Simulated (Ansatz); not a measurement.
Two shapes of triplet C2H4.

Shape 1:

```xyz
6

C     0.0000    0.0000   -0.7234
C     0.0000    0.0000    0.7234
H     0.0000   -0.9325   -1.3026
H     0.0000    0.9325   -1.3026
H    -0.9325    0.0000    1.3026
H     0.9325    0.0000    1.3026
```

Shape 2:

```xyz
6

C     0.0261    0.0086   -0.6816
C     0.0386   -0.0100    0.7535
H    -0.0206   -0.9539   -1.2624
H    -0.0159    0.9232   -1.2561
H    -0.9154   -0.0433    1.2846
H     0.9649   -0.0379    1.2993
```

Basis set: cc-pVTZ (spherical functions). Frozen core: 2 orbitals. Charge 0, multiplicity 3.

Computed with Ansatz (development build ahead of 0.2.0); each method stands on the lowest determinant of its kind that the runs found.

Which shape is lower in energy, and by how much in each method?

```json
{"method": "UHF", "E(2) − E(1) (eV)": "0.030"}
{"method": "UHF-MP2", "E(2) − E(1) (eV)": "0.028"}
```

Shape 1 is lower. Caution: another spin multiplicity may lie lower.
